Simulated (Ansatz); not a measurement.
# SiF+ (quintet): the correlation ladder, def2-QZVPP

An exercise on one series of results from a longer session: the logs are not shown, and one member is left open.

Computed with Ansatz 0.2.0, Gaussian basis. Level: def2-QZVPP, core rule «outside noble gas», up to 6 orbitals frozen.

Plan: UHF; ROHF; CCSD(T) on UHF.

2 further runs of the same task are left out: 1 that didn't finish, 1 set aside as unsound or not needed.

## What is computed

The geometry is a PBE0/def2-TZVP stationary point (not a proven minimum) of the parent state, kept for this charge and spin.

2 atoms, charge 1, spin multiplicity 5.

Atoms are counted from 1 here; the program's logs count them from 0.

Bond lengths: Si1–F2 1.555 Å.

The first run:

in.yaml reads:

```yaml
crystal:
  periodic: [false, false, false]
  atoms:
    - {symbol: Si, position_ang: [0.000000, 0.000000, 0.000000]}
    - {symbol: F, position_ang: [0.000000, 0.000000, 1.554800]}
basis:
  gaussian: {orbitals: "def2-QZVPP.json"}
total_charge: 1
magnetization: {spin_polarized: true, initial_magnetization: 4}
hamiltonian: {xc: hf}
output: {orbitals: {seedname: orbitals}}
```

Launch:

```bash
$ ansatz run in.yaml --threads 1 --pin off --events-out ev --progress --plain --max-ram 4096MiB --backend cpu
```

Among the steps run: UHF; ROHF; CCSD(T) on UHF.

One of the session's tables, all rows but one given; the rest of the session is left out.

```
  method  from UCCSD(T) (meV)
    ROHF              +7285.7
     UHF              +7131.2
    UMP2                    ?
   UCCSD               +155.7
UCCSD(T)                    0
```

**Question.** Estimate the row for UMP2.

**Answer.** from UCCSD(T) (meV): +625.0. In the column «from UCCSD(T) (meV)» it lies between UCCSD (+155.7) and UHF (+7131.2).
